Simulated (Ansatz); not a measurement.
## Bulk modulus B0 of some transition metals

Method: PBE-D3(BJ) in Ansatz (PAW). References are measured values corrected to a static lattice. The table is a random draw of 8 from 15 solids with such references.

Values in GPa.

```json
[
 {"solid": "bcc Mo", "reference": "265 (265–278)", "PBE-D3(BJ)": "276", "error (%)": "+4.2"},
 {"solid": "fcc Ag", "reference": "110 (104–111)", "PBE-D3(BJ)": "111", "error (%)": "+0.9"},
 {"solid": "bcc V", "reference": "161", "PBE-D3(BJ)": "198", "error (%)": "+23"},
 {"solid": "bcc Nb", "reference": "173", "PBE-D3(BJ)": "181", "error (%)": "+4.6"},
 {"solid": "hcp Ti", "reference": "108", "PBE-D3(BJ)": "121", "error (%)": "+12.0"},
 {"solid": "bcc W", "reference": "312 (300–328)", "PBE-D3(BJ)": "318", "error (%)": "+1.9"},
 {"solid": "bcc Fe", "reference": "174", "PBE-D3(BJ)": "212", "error (%)": "+22"},
 {"solid": "fcc Pd", "reference": "195 (187–198)", "PBE-D3(BJ)": "193", "error (%)": "-1.0"}
]
```

Over these 8 solids the mean error is +8.4 %, the mean absolute error 8.7 % (median 4.4 %), and the worst case bcc V at +23 %; the value is too high in 7 of 8 cases. Over all 15, from unrounded values, the mean error is +6.2 % and the mean absolute error 8.4 % (median 4.6 %).

All these references are brought to a static lattice.

Spin–orbit coupling is left out, also for the solids with elements from indium on (bcc W); its size isn't shown.

In Ansatz's fits of the non-cubic solids, shape and atoms are relaxed at each volume.

Brackets give the range of the sources taken for a reference, where it is wide; it can hold other temperatures.

Differences are worked out from the printed values.

Each level is taken at its own relaxed cell. Ansatz's density-functional and Hartree–Fock values are scalar-relativistic unless marked +SOC, with PAW data made under PBE.

Ansatz's runs of these crystals have no spin polarisation, but for bcc Fe.

Density-functional runs with spin start from parallel moments for bcc Fe.

Not in this set, of the transition metals with a reference value in our tables and a result at some level: 7 for no value at PBE-D3(BJ) (not run, a failed fit, an unstable or unbound cell, or a value held back for tests); 3 for sources at odds; 1 for a reference at room or unstated temperature. These can be a level's best or worst cases. Solids without a released value at any level aren't counted. Layered and molecular crystals are counted apart. The metals Ce to Yb are counted apart.

References as tabulated in doi:10.1021/acs.jctc.3c00612; Levämäki et al. (2014), arXiv:1402.3671; Mejia-Rodriguez and Trickey (2018), arXiv:1807.09216.

Ansatz is a quantum-chemistry and plane-wave program.
